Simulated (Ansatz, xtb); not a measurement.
**A geometry optimisation of H4PSi2 with r2SCAN-D4/def2-SVP**

The starting geometry of this gas-phase doublet was built from a drawn formula by distance geometry and a force field; its bonds are those of `[SiH][SiH2][PH]`.

```xyz
7

P     0.9395    1.8398   -2.6866
Si   -1.0012    4.4384   -0.9194
Si   -0.8737    2.2507   -1.5236
H    -2.2469    4.7228   -0.1550
H    -2.0525    1.8624   -2.3878
H    -0.8700    1.3349   -0.3561
H     0.7056    0.4550   -2.9012
```

Question: Predict what it relaxes into with r2SCAN-D4/def2-SVP.

Answer: It rearranges to `[SiH]1[SiH2]P1`. Contacts that close: P1–Si2 (3.69 → 2.30 Å).

The energy falls by 1.68 eV over 31 steps:

```
step  E − E(last) (eV)
   1             1.683
   4             1.469
   8             1.458
  11             1.454
  14             1.421
  18             1.292
  21             1.027
  24             0.172
  28             0.001
  31             0.000
```

Final geometry (Å):

```csv
atom,x (Å),y (Å),z (Å)
P,0.4691,2.3847,-2.5648
Si,-0.7289,3.9355,-1.3699
Si,-1.6578,1.9098,-1.8361
H,-0.1680,4.1712,0.0024
H,-2.6262,1.7752,-2.9567
H,-1.8337,0.8635,-0.7892
H,1.1464,1.8641,-1.4155
```

From the same start GFN2-xTB reaches the same bonding as this run.

The end wasn't checked by frequencies. Open shells are spin-unrestricted. Run with Ansatz 0.2.0, 2.6 min on 1 thread of Intel(R) Xeon(R) 6975P-C (Granite Rapids), on a shared host.
